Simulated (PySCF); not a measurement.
ClF.
Geometry (PBE0-D3(BJ)/def2-SVP, Å), atoms numbered from 1 in this order:
```xyz
2
ClF angstrom
F     -0.7010    0.3281   -0.1122
Cl     0.7452   -0.4184    0.1183
```

Level: PBE0/pcSseg-1 and CAM-B3LYP/def2-SVPD in PySCF, non-relativistic, on one gas-phase PBE0-D3(BJ)/def2-SVP geometry that isn't relaxed in the solvent. The solvent is an IEF-PCM continuum (van der Waals radii × 1.2). Only the electrostatic response of the medium enters.

Gas phase at PBE0/pcSseg-1: HOMO -9.50 eV, LUMO -3.14 eV, dipole 1.09 D.

Q: What does the continuum do to the energy, the frontier levels and the dipole at PBE0/pcSseg-1 in chloroform?

A: 
| solvent | ε | E(solvent) − E(gas) (kcal/mol) | polarisation term (kcal/mol) | distortion of the solute (kcal/mol) | HOMO (eV) | LUMO (eV) | dipole (D) |
| --- | --- | --- | --- | --- | --- | --- | --- |
| chloroform | 4.711 | -0.77 | -0.85 | 0.08 | -9.44 | -3.05 | 1.24 |

The polarisation term is half the interaction of the solute with the surface charges that it induces; the rest is the cost of distorting the solute's density. The sum is the electrostatic part of solvation alone.

Q: Which radius a makes the point-dipole formula ΔE = −[(ε − 1)/(2ε + 1)]·μ²/a³ give the value in chloroform, with the gas-phase dipole?

A: μ = 0.430 au and |ΔE| = 0.00122 Eh give a = 2.00 Å; the farthest nucleus lies 0.82 Å from the centroid of the nuclei. The formula assumes a rigid point dipole at the centre of a sphere.

Q: Which ESP-fitted charges (PBE0/pcSseg-1) respond most in chloroform (means over atoms taken as equivalent)?

A: 
| atoms | environment | gas (e) | solvent (e) | change |
| --- | --- | --- | --- | --- |
| F1 | fluorine bonded to Cl | -0.127 | -0.144 | -0.017 |
| Cl2 | chlorine bonded to F | +0.127 | +0.144 | +0.017 |

Gas phase at CAM-B3LYP/def2-SVPD: HOMO -11.15 eV, LUMO -2.24 eV, dipole 1.03 D.

Q: What does the continuum do to the energy, the frontier levels and the dipole at CAM-B3LYP/def2-SVPD in chloroform?

A: 
| solvent | ε | E(solvent) − E(gas) (kcal/mol) | polarisation term (kcal/mol) | distortion of the solute (kcal/mol) | HOMO (eV) | LUMO (eV) | dipole (D) |
| --- | --- | --- | --- | --- | --- | --- | --- |
| chloroform | 4.711 | -0.74 | -0.82 | 0.08 | -11.08 | -2.13 | 1.21 |

Q: How does the static polarisability (CAM-B3LYP/def2-SVPD, frozen core, with the continuum's full static response) change?

A: 
```csv
medium,isotropic (au),principal values (au),⟨r²⟩ of the electrons (bohr²)
gas,18.1,"15.9, 15.9, 22.5",95.3
chloroform,20.9,"18.4, 18.4, 26.1",95.3
```

The isotropic value in chloroform is 1.16 times the gas-phase one; no cavity-field correction is applied. ⟨r²⟩ is taken about the centre of nuclear charge.

Cost: about 4 s of CPU time on one thread; the machine was shared, so the figure is rough. This is the whole shielding run at PBE0/pcSseg-1 in chloroform, SCF included.
